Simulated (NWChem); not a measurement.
## Ionisation of CH

```
C
H 1 1.1343
```
Charge 0, spin multiplicity 2.

Everything below was run with NWChem. Structure: optimised with UPBE0/def2-SVP, a minimum by its harmonic frequencies.

Basis set: def2-TZVP. −ε marks an orbital energy of the parent.

B3LYP has NWChem's definition, with VWN1-RPA local correlation. This spin state was chosen for the runs; another may lie lower. The structure started from a generated list of species. The unpaired electrons of the parent sit in orbitals of symmetry b2 (C2v labels of the run); other states weren't searched. The stability of the SCF solutions was not checked.

Task: One of these methods gave a first vertical ionisation energy of 5.98 eV. Which?
(A) G0W0@PBE
(B) G0W0@PBE0
(C) −ε(alpha HOMO) of B3LYP
(D) −ε(alpha HOMO) of BP86

Result: D, −ε(alpha HOMO) of BP86. The others give 7.14 (−ε(alpha HOMO) of B3LYP), 9.79 (G0W0@PBE), 10.28 (G0W0@PBE0).
